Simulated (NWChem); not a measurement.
**CH2FN (SMILES [H]/N=C/F) at B3LYP/aug-cc-pVDZ**

Aim: the vertical ionisation energy of CH2FN at B3LYP/aug-cc-pVDZ, from 2 runs. 

The calculation is run with NWChem 7.3.0.

## (1) Starting point

CH2FN has 5 atoms, charge 0, and is taken as a singlet. SMILES: `[H]/N=C/F`. Geometry: relaxed at PBE0-D4/def2-TZVP.

Bond lengths: N1–C2 1.242 Å, C2–F3 1.328 Å, N1–H4 1.016 Å, C2–H5 1.092 Å. Angles: N1–C2–F3 120.0°, N1–C2–H5 129.8°, F3–C2–H5 110.2°, C2–N1–H4 110.6°.

## (2) A single-point energy at B3LYP/aug-cc-pVDZ

The input, ch2fn.nw:

```
start ch2fn
memory total 2200 mb
charge 0

geometry units angstroms noautosym nocenter noautoz
 N     -0.719900    -0.454400    -0.439800
 C      0.296500    -0.034500     0.137300
 F      1.242400    -0.884800     0.520800
 H     -1.343900     0.314100    -0.667300
 H      0.574800     0.986000     0.407600
end

basis spherical bse
 * library aug-cc-pVDZ
end

dft
 xc b3lyp
 grid fine
 convergence energy 1e-08
 iterations 100
 mulliken
 noprint "final vectors analysis"
end

task dft
```

The run is started by

```
$ nwchem ch2fn.nw > ch2fn.out
```

The program printed:

```text
[...]
          Wavefunction type:  closed shell.
          No. of atoms     :     5
          No. of electrons :    24
[...]
          Charge           :     0
          Spin multiplicity:     1
[...]
          AO basis - number of functions:    87
[...]
              XC Information
              --------------
                         B3LYP Method XC Potential
                     Hartree-Fock (Exact) Exchange  0.200
                        Slater Exchange Functional  0.800 local
                    Becke 1988 Exchange Functional  0.720 non-local
              Lee-Yang-Parr Correlation Functional  0.810
                  VWN I RPA Correlation Functional  0.190 local
[...]
 d= 0,ls=0.0,diis     1   -193.8182328439 -2.62D+02  1.95D-02  8.00D-01     1.5
[...]
 d= 0,ls=0.0,diis    11   -193.9106476996 -2.78D-10  1.74D-07  8.12D-10    12.0
         Total DFT energy =     -193.910647699562
      One electron energy =     -401.388130414585
           Coulomb energy =      162.423573528289
    Exchange-Corr. energy =      -23.503664769822
 Nuclear repulsion energy =       68.557573956557
[...]
      Total Density - Mulliken Population Analysis
     ---------------------------------------------
    Atom       Charge   Shell Charges
 -----------   ------   -------------------------------------------------------
    1 N    7     7.22   2.02  0.78  0.82  0.15  2.38  0.97  0.06  0.03  0.02
    2 C    6     5.10   2.02  0.69  0.15 -0.10  2.00  0.20 -0.01  0.18 -0.02
    3 F    9     9.35   2.01  0.90  1.04  0.12  3.34  1.84  0.09  0.01  0.02
    4 H    1     1.03   0.77  0.20  0.02  0.05 -0.01
    5 H    1     1.30   0.77  0.51  0.00  0.03 -0.02
[...]
```

It took 13 s on 1 thread of AMD EPYC 7R13 (Zen 3), shared host; peak memory 0.11 GiB.

## (3) The doublet cation, same level

The input, m1.nw:

```
start m1
memory 2200 mb
charge 1
geometry units angstrom noautosym nocenter noautoz
   N     -0.719900    -0.454400    -0.439800
   C      0.296500    -0.034500     0.137300
   F      1.242400    -0.884800     0.520800
   H     -1.343900     0.314100    -0.667300
   H      0.574800     0.986000     0.407600
end
basis spherical bse
   * library aug-cc-pVDZ
end
dft
   xc b3lyp
   mult 2
   grid fine
   convergence energy 1e-08
   iterations 100
   mulliken
   print low
end
task dft
```

The run is started by

```
$ nwchem m1.nw > m1.out
```

The program printed:

```text
[...]
 d= 0,ls=0.0,diis     1   -193.2959725806 -2.62D+02  1.16D-02  4.78D-01     1.7
[...]
 d= 0,ls=0.0,diis    14   -193.4814183933 -2.65D-09  2.15D-07  8.00D-11    19.7
[...]
         Total DFT energy =     -193.481418393275
      One electron energy =     -393.676799604716
           Coulomb energy =      154.788164681416
    Exchange-Corr. energy =      -23.150357426532
 Nuclear repulsion energy =       68.557573956557
[...]
      Total Density - Mulliken Population Analysis
     ---------------------------------------------
    Atom       Charge   Shell Charges
 -----------   ------   -------------------------------------------------------
    1 N    7     6.90   2.01  0.79  0.79  0.04  2.34  0.87  0.01  0.03  0.03
    2 C    6     4.95   2.02  0.71  0.18 -0.06  1.96  0.06 -0.00  0.16 -0.08
    3 F    9     9.23   2.01  0.91  1.04  0.11  3.31  1.78  0.05  0.01  0.02
    4 H    1     0.84   0.70  0.10  0.01  0.06 -0.03
    5 H    1     1.09   0.71  0.37  0.00  0.03 -0.02
[...]
      <S2> =      0.7587 (Exact =     0.7500)
[...]
```

It took 21 s on 1 thread of AMD EPYC 7R13 (Zen 3), shared host; peak memory 0.11 GiB.

## (4) Outcome

At B3LYP/aug-cc-pVDZ:

| quantity | value |
| --- | --- |
| singlet CH2FN: total energy | -193.91065 Eh |
| singlet CH2FN: dipole moment | 2.77 D |
| doublet cation: total energy | -193.48142 Eh |
| doublet cation: ⟨S²⟩ | 0.759 |
| vertical ionisation energy (to the doublet cation) | 11.680 eV |

What this shows: The vertical ionisation energy comes to 11.68 eV (269 kcal/mol). Mulliken charges (singlet CH2FN) run from -0.35 on F3 to +0.90 on C2; in a basis this large or diffuse they mean little. Mulliken charges (doublet cation) run from -0.23 on F3 to +1.05 on C2; in a basis this large or diffuse they mean little.
